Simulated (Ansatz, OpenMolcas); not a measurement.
# How methods differ on CH4OSi (SMILES CO[SiH])

CH4OSi has 7 atoms, charge 0, and is taken as a singlet. As SMILES, `CO[SiH]`. The shape is that of a PBE0-D4/def2-TZVP optimisation. This is one conformer, not always the lowest.

```xyz
7

C    -0.5124    0.4855   -0.3385
O    -0.4432   -0.4465    0.7176
Si    0.7969   -1.3873    1.2299
H    -1.2964    0.1808   -1.0355
H     0.4438    0.5475   -0.8687
H    -0.7693    1.4675    0.0654
H     1.8417   -0.9156    0.1841
```

Quantity: the HOMO–LUMO gap, in eV. The values are calculated.

```tsv
level	kind	program	value (eV)
HF/aug-cc-pVDZ	Hartree–Fock	OpenMolcas	9.66
BLYP/aug-cc-pVDZ	GGA	OpenMolcas	2.65
TPSS/aug-cc-pVDZ	meta-GGA	OpenMolcas	2.85
BHLYP/aug-cc-pVDZ	global hybrid	OpenMolcas	6.37
r2SCAN0/aug-cc-pVDZ	hybrid meta-GGA	Ansatz	4.72
CAM-B3LYP/aug-cc-pVDZ	range-separated hybrid	Ansatz	6.86
wB97X/aug-cc-pVDZ	range-separated hybrid	Ansatz	8.85
PBE-QIDH/aug-cc-pVDZ	double hybrid	Ansatz	7.77
```

The values span 2.65 to 9.66 eV. Orbital gaps aren't excitation energies, and those of double hybrids come from the SCF part alone; they tend to grow with the share of exact exchange.
